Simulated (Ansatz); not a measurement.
Relaxation of C3H6OS (11 atoms, charge 0, multiplicity 1), to a largest force component of 0.02 eV/Å in at most 50 steps.

These are results of RKS PBE-D4/STO-3G in Ansatz, not measurements.

```xyz
11
Properties=species:S:1:pos:R:3
C -1.346 0.462 -0.512
O -0.712 -0.739 -0.429
C 0.668 -0.575 -0.339
C 1.169 -0.309 1.109
S 2.019 0.997 1.544
H -1.067 1.075 -1.411
H -2.437 0.302 -0.617
H -1.200 1.125 0.370
H 1.072 0.207 -0.974
H 1.154 -1.532 -0.587
H 0.745 -1.071 1.866
```

**Question.** Where does it end, and by what steps?

**Answer.** The run converged. Limits of this set-up: minimal basis. After 23 steps the energy has fallen by 0.575 eV; S5 moved furthest, 0.94 Å.

| step | energy less start (eV) | largest force component (eV/Å) | accepted |
| --- | --- | --- | --- |
| 0 | 0.0000 | 4.670 | yes |
| 1 | -0.3867 | 1.960 | yes |
| 2 | -0.4937 | 0.776 | yes |
| 3 | -0.4461 | 1.161 | no |
| 4 | -0.5428 | 0.114 | yes |
| 5 | -0.5446 | 0.044 | yes |
| 6 | -0.5462 | 0.024 | yes |
| 7 | -0.5467 | 0.023 | yes |
| 8 | -0.5468 | 0.022 | yes |
| 9 | -0.5471 | 0.121 | yes |
| 10 | -0.5476 | 0.063 | yes |
| 11 | -0.5479 | 0.045 | yes |
| 12 | -0.5485 | 0.131 | yes |
| 13 | -0.5492 | 0.147 | yes |
| 14 | -0.5502 | 0.358 | yes |
| 15 | -0.5531 | 0.160 | yes |
| 16 | -0.5602 | 0.225 | yes |
| 17 | -0.5621 | 0.176 | yes |
| 18 | -0.5622 | 0.701 | yes |
| 19 | -0.5691 | 0.321 | yes |
| 20 | -0.5602 | 0.391 | no |
| 21 | -0.5735 | 0.171 | yes |
| 22 | -0.5744 | 0.045 | yes |
| 23 | -0.5746 | 0.016 | yes |

```xyz
11
Properties=species:S:1:pos:R:3
C -1.282 0.591 -0.492
O -0.760 -0.790 -0.411
C 0.739 -0.693 -0.356
C 1.105 -0.317 1.097
S 1.109 1.205 1.685
H -1.049 1.066 -1.478
H -2.384 0.517 -0.371
H -0.855 1.243 0.317
H 1.126 0.047 -1.101
H 1.106 -1.713 -0.620
H 1.210 -1.214 1.752
```

The run took 41 s on 1 thread of Intel(R) Xeon(R) Platinum 8488C (Sapphire Rapids), with other jobs on the host, peak memory 0.14 GiB.
